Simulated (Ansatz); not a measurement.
# BPHS (quartet): relaxing a cheap start

Where does this start of BPHS (quartet) end when it is relaxed?

Method: UKS PBE0/def2-TZVP; program: Ansatz 0.2.0, Gaussian basis.

### 1 The starting structure

4 atoms, charge 0, spin multiplicity 4.

Atoms are counted from 1 here; the program's logs count them from 0.

Bond lengths: B1–P2 1.800 Å, B1–H4 1.156 Å, P2–S3 1.996 Å. Angles: P2–B1–H4 127.5°, B1–P2–S3 104.0°.

Coordinates:

```xyz
4
BHPS
B    -1.8890   -0.1905   -0.0026
P    -0.3500    0.7435    0.0063
S     1.0682   -0.6611   -0.0053
H    -2.9672    0.2277    0.0005
```

The start was built by rule and, where that kept it together, relaxed with GFN2-xTB. Sticks and bond lists go by distance. 

### 2 Relaxation

in.yaml

```yaml
crystal:
  periodic: [false, false, false]
  atoms:
    - {symbol: B, position_ang: [-1.889003, -0.190462, -0.002600]}
    - {symbol: P, position_ang: [-0.349993, 0.743500, 0.006328]}
    - {symbol: S, position_ang: [1.068247, -0.661138, -0.005253]}
    - {symbol: H, position_ang: [-2.967172, 0.227692, 0.000523]}
basis:
  gaussian: {orbitals: def2-TZVP}
magnetization: {spin_polarized: true, initial_magnetization: 3}
hamiltonian: {xc: pbe0}
relax: {f_tol: 0.004, max_steps: 80}
```

Run with:

```
> ansatz run in.yaml --threads 1 --pin off --events-out ev --progress --plain --max-ram 2176MiB
```

Before running it: what results should come out? Wanted: energy gained; shift from the start; total energy; dipole moment; ⟨S²⟩.

**Answer**, as computed:

| quantity | value |
| --- | --- |
| steps | 7 |
| energy gained | 0.041 eV |
| shift from the start (rms) | 0.029 Å |
| total energy | -20805.9382 eV |
| dipole moment | 0.62 D |
| ⟨S²⟩ | 3.764 |

The bonds of the start are those of the end. B1–P2 went from 1.800 to 1.845 Å. No vibrations were run, so this is a stationary point, not a proven minimum, and this spin need not be the ground state's.
